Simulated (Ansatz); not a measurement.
# C3H4O: the cost of one run

Method: RKS B3LYP-D4/def2-SVP, in Ansatz 0.2.0.

**1. The structure to begin with**

Bond lengths: C1–C2 1.250 Å, C2–C3 1.369 Å, C2–O4 1.350 Å, C3–O4 1.486 Å, C1–H5 1.137 Å, C1–H6 1.121 Å, C3–H7 1.139 Å, C3–H8 1.039 Å. Angles: C1–C2–C3 153.9°, C1–C2–O4 139.8°, C3–C2–O4 66.3°, C2–C1–H5 122.1°, C2–C1–H6 125.0°, H5–C1–H6 112.8°, C2–C3–O4 56.2°, C2–C3–H7 118.1°, C2–C3–H8 122.2°, O4–C3–H7 112.4°, O4–C3–H8 121.2°, H7–C3–H8 114.1°, C2–O4–C3 57.5°.

Coordinates:

```xyz
8

C    -0.7567    1.0250   -0.3497
C    -0.0494    0.0015   -0.2309
C     0.6661   -0.9224    0.4825
O     0.5725   -0.9163   -1.0009
H    -1.1518    1.3731   -1.3576
H    -1.0975    1.6735    0.4990
H     1.7025   -0.6286    0.8540
H     0.2065   -1.6630    1.0479
```

**2. Relaxing the start**

Contents of input.yaml:

```yaml
crystal:
  periodic: [false, false, false]
  atoms:
    - { symbol: C, position_ang: [-0.7567, 1.025, -0.3497] }
    - { symbol: C, position_ang: [-0.0494, 0.0015, -0.2309] }
    - { symbol: C, position_ang: [0.6661, -0.9224, 0.4825] }
    - { symbol: O, position_ang: [0.5725, -0.9163, -1.0009] }
    - { symbol: H, position_ang: [-1.1518, 1.3731, -1.3576] }
    - { symbol: H, position_ang: [-1.0975, 1.6735, 0.499] }
    - { symbol: H, position_ang: [1.7025, -0.6286, 0.854] }
    - { symbol: H, position_ang: [0.2065, -1.663, 1.0479] }
basis:
  gaussian: { orbitals: def2-SVP }
hamiltonian:
  xc: b3lyp
  dispersion: d4
relax:
  f_tol: 0.02
  max_steps: 40
scf:
  lower_state_search: "off"
```

Run with:

```bash
ansatz run input.yaml --threads 1 --pin off --max-ram 2048MiB --backend cpu --events-out ev --progress --plain --runs-dir out
```

Q: Estimate wall time and peak memory on 1 thread of an x86-64 CPU, shared host.

About 7.4 s, with a peak of 0.17 GiB.
